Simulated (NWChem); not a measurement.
C₂H₃N, triplet; SMILES of the neutral closed-shell parent CC#N

```xyz
6

C      0.0870    -1.0789     0.0000
C     -0.4714     0.2841     0.0000
N      0.2499     1.3469     0.0000
H     -0.2262    -1.6344    -0.8981
H      1.1944    -1.0026     0.0000
H     -0.2262    -1.6344     0.8981
```
Atoms are numbered in this order, from 1.

Results from NWChem. Spin-unrestricted. In the optimisation the excess spin sits in a' (Cs, its own frame). Coordinates come from a PBE0/def2-SVP, spin-unrestricted optimisation. The spin multiplicity was typed, not searched, and may not be the lowest. No stability test was run on the SCF state. Level: PBE0/def2-SVP with SMD (1 M gas to 1 M solution), gas-phase geometry. Reactions with the solvent are ignored.

```tsv
solvent	dielectric constant	solvation free energy (kcal/mol)	cavity-dispersion-structure term (kcal/mol)	dipole in solution (D)
water	78.4	-1.8	2.7	3.50
dimethyl sulfoxide	46.8	-2.1	2.3	3.49
ethylene glycol	40.2	-0.2	4.2	3.48
n-hexane	1.88	-1.7	0.2	2.98
```
